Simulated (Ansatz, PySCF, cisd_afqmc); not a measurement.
Species: CH₂O₂, charge 0, singlet. CH2O2 (SMILES O=CO).
B3LYP-D3(BJ)/def2-TZVP minimum from Ansatz (a program for electronic structure):
```xyz
5

O     -1.0316    -0.4355    -0.0191
C      0.0042     0.4206     0.0039
O      1.1586     0.1057     0.0179
H     -0.6697    -1.3375    -0.0221
H     -0.3712     1.4518     0.0079
```
Charge 0, spin multiplicity 1.

Atomisation energy term by term, kcal/mol (programs: Ansatz, cisd_afqmc). UHF or UKS for unpaired electrons; spin-orbit terms are left out. Correlated methods leave the cores frozen. Rows without X2C or -DK are non-relativistic. The Monte Carlo rows (phaseless AFQMC, CISD trial, step 0.005/hartree) carry one-sigma bars that omit the constraint's bias. Outlying blocks are dropped, and bars are widened where a walk drifts. Over all cases where full CI ran beside it in this data, AFQMC minus full CI had a median of +0.1 mEh and passed +0.4 mEh in a tenth of the cases. CBS(X,Y): correlation extrapolated as X^-3, Hartree-Fock from the larger set (Q,5: extrapolated as (X+1)exp(-9√X)). A bracket is a step between two methods taken in the basis named. 'core' is core correlation in cc-pwCVTZ, 'X2C' scalar relativity in cc-pVTZ-DK, both at CCSD(T). Where a partner has so few electrons that a lower coupled-cluster level is exact, that level stands in.

```csv
term,basis,kcal/mol
Hartree-Fock,"CBS(cc-pVQZ,cc-pV5Z)",331.64
CCSD correlation,"CBS(cc-pVQZ,cc-pV5Z)",155.90
(T),"CBS(cc-pVQZ,cc-pV5Z)",12.77
CCSDT(Q) - CCSD(T),cc-pVDZ,0.90
core correlation,cc-pwCVTZ,1.72
scalar relativity,"X2C, cc-pVTZ-DK",-0.60
minus zero-point energy,Hessian by PySCF at B3LYP-D3(BJ)/def2-TZVP,-21.11
sum: D0,,481.2
```

The step beyond CCSD(T) by other levels: AFQMC/CISD in cc-pVDZ 0.96 ± 0.30 kcal/mol.
